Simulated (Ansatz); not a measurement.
CH6Si (SMILES C[SiH3]) moved off its minimum; all values from Ansatz (a quantum-chemistry and plane-wave program), cores frozen in correlated methods.
(charge 0, multiplicity 1)
```xyz
8

Si    -0.5369     0.2412    -0.0154
C      1.1786    -0.0640     0.0883
H     -1.2114    -0.6513    -1.0375
H     -0.8854     1.3948    -0.4650
H     -1.1136    -0.0833     1.3201
H      1.5909    -1.1401     0.4046
H      1.6853     0.5906     0.5671
H      1.7122     0.2128    -0.9255
```

Forces at r2SCAN/def2-TZVPP (eV/Å):

```
atom      Fx      Fy      Fz
----  ------  ------  ------
Si1   -1.674  -5.421   1.330
C2     2.096  -5.632  -4.873
H3     0.233  -0.033   0.379
H4    -1.193   5.264  -1.536
H5    -0.244   0.216  -0.053
H6    -1.174   2.320  -0.755
H7     3.147   4.404   4.361
H8    -1.192  -1.117   1.147
```

Q: Give the forces (eV/Å), the total energy and the dipole at CCSD(T)/cc-pV(T+d)Z.

A: 
```csv
atom,Fx,Fy,Fz
Si1,-2.044,-5.413,1.290
C2,2.410,-5.702,-4.875
H3,0.268,-0.014,0.416
H4,-1.171,5.259,-1.511
H5,-0.213,0.236,-0.097
H6,-1.194,2.315,-0.756
H7,3.155,4.444,4.412
H8,-1.211,-1.125,1.122
```
Energy -330.6364 hartree, dipole 1.24 D.
